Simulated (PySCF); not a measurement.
Compound: CH4AlCl.
Atom-mapped SMILES: `[CH3:1][AlH:2][Cl:3]` (hydrogens: H4, H5, H6 on C1; H7 on Al2)

Computed, not measured: MP2 and CCSD/aug-cc-pVDZ in PySCF, restricted Hartree–Fock reference, frozen core, non-relativistic, gas phase, PBE0-D3(BJ)/def2-SVP geometry.

E(HF) = -741.69834 Eh.

Question: How large is the problem?

Answer: 113 basis functions and 40 electrons; 11 orbitals frozen, which leaves o = 9 correlated occupied and v = 93 virtual orbitals. That is o·v = 837 singles and o·v(o·v + 1)/2 = 350703 distinct closed-shell doubles amplitudes before symmetry; the costliest CCSD step grows as o²v⁴ = 6.1 × 10^9.

Question: What are the MP2 and CCSD correlation energies?

Answer: MP2 -0.3667 Eh and CCSD -0.4069 Eh, which gives totals of -742.06509 and -742.10524 Eh. That is 0.615 eV for each correlated electron at CCSD (1068 kJ/mol in all, 0.055 % of the total energy); MP2 gives 90.1 % of the CCSD value.

Question: What is the T1 diagnostic?

Answer: 0.0096, below the customary warning level of 0.02. It is the norm of the spatial-orbital singles amplitudes over the root of the number of correlated electrons, so the norm is 0.041.

Question: How does correlation change the dipole moment?

Answer: HF gives 2.06 D and CCSD (unrelaxed density) 1.91 D, a change of -0.15 D.

Connected triples and the basis-set limit are missing.
